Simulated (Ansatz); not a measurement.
**[PO3]− (SMILES O=P(=O)[O-]): methods side by side**

[PO3]−: 4 atoms, total charge -1, spin state singlet. As SMILES, `O=P(=O)[O-]`. The coordinates come from a GFN2-xTB relaxation.

| atom | x (Å) | y (Å) | z (Å) |
| --- | --- | --- | --- |
| O | 0.5800 | -0.4194 | -1.2974 |
| P | 0.0003 | 0.0005 | -0.0001 |
| O | -1.0570 | 1.0378 | 0.0380 |
| O | 0.4767 | -0.6188 | 1.2595 |

Each level gives the vertical detachment energy (to the doublet neutral) (eV). The values are calculated.

| level | kind | program | value (eV) | CPU time (all runs) |
| --- | --- | --- | --- | --- |
| SVWN5/STO-3G | LDA | Ansatz | -2.26 | 2.8 s |
| BLYP/STO-3G | GGA | Ansatz | -2.50 | 4.4 s |
| r2SCAN/STO-3G | meta-GGA | Ansatz | -1.93 | 12 s |
| B3LYP/STO-3G | global hybrid | Ansatz | -1.65 | 5.2 s |
| wB97X/STO-3G | range-separated hybrid | Ansatz | -1.53 | 39 s |
| RPA@PBE/STO-3G | RPA | Ansatz | -3.94 | 6.8 s |
| MP2/STO-3G | perturbation theory | Ansatz | -2.06 | 1.9 s |
| BCCD(T)/STO-3G | coupled cluster or CI | Ansatz | -3.11 | 2.9 s |

Sets without diffuse functions describe the anion poorly. The values span -3.94 to -1.53 eV. Spin contamination of the reference (⟨S²⟩ at least 0.1 too high) touches wB97X/STO-3G, MP2/STO-3G, BCCD(T)/STO-3G. All rows use very small basis sets, so none should be taken for the real molecule's value. In so small a basis fixed costs decide the times, and correlated methods can beat functionals. CPU times are rough (shared hosts, several kinds of processor and program).
